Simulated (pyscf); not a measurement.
O=VH(OH)–OH + H₂O -> O=V(OH)(OH)–OH + H₂, a four-centre exchange (singlet surface; H–V, H–O broken, O–V, H–H formed). PySCF, gas phase, ωB97X-D3(BJ)/def2-SVP geometries. Energies in kJ/mol from the separated reactants.

AM1 to PM7: differences of heats of formation from MOPAC, which are fitted to 298 K values and so differ in kind from electronic energies by zero-point and thermal terms. 

**Question.** In single points PM7 puts the saddle at -93.3 kJ/mol and the reaction energy at -343.9 kJ/mol. Should these be trusted to within a few kcal/mol? Compare with ωB97M-D3(BJ)/def2-TZVP.

**Answer.** ωB97M-D3(BJ)/def2-TZVP gives ΔE‡ = 75.3 kJ/mol and ΔE = -85.7 kJ/mol. PM7 lies 168.7 kJ/mol under it in the barrier and 258.2 kJ/mol under it in the reaction energy, so on this step it does not hold to within 12.6 kJ/mol. At PM7 this geometry lies under one side, so its ΔE‡ may be no barrier of that level. ωB97M-D3(BJ)/def2-TZVP has limits of its own. On the reactant side the descent ends in a complex, 20.6 kJ/mol under the separated species and 87.5 kJ/mol under the saddle at ωB97X-D3(BJ)/def2-TZVP. At the saddle there is also a short H–V contact that neither side keeps. At ωB97X-D3(BJ)/def2-TZVP the barrier from the zero used here is 66.9 kJ/mol. One saddle was located; it need not be the lowest between these sides.
